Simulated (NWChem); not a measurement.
Species: CH₃ cation

```xyz
4

C      0.0000     0.0000     0.0000
H      0.7807     0.7807     0.0000
H      0.2858    -1.0664     0.0000
H     -1.0664     0.2858     0.0000
```
Atoms are numbered in this order, from 1.

Computed with NWChem. Pople sets run with spherical d functions. Coordinates come from a PBE0/def2-SVP optimisation. Vertical excitations in the gas phase; the lowest state need not have the same character in each row.

For level B3LYP/6-31+G*, full TDDFT:

```yaml
lowest excitation, singlet (eV): 5.96
lowest state with f > 0.02, singlet (eV): 14.51
lowest triplet (eV): 4.77
orbital gap (eV): 8.16
```

Problem. What are these values for level PBE/6-31+G*, full TDDFT?

Solution. 
| Item | Result |
|---|---|
| lowest excitation, singlet (eV) | 5.81 |
| lowest state with f > 0.02, singlet (eV) | 14.15 |
| lowest triplet (eV) | 4.47 |
| orbital gap (eV) | 5.51 |
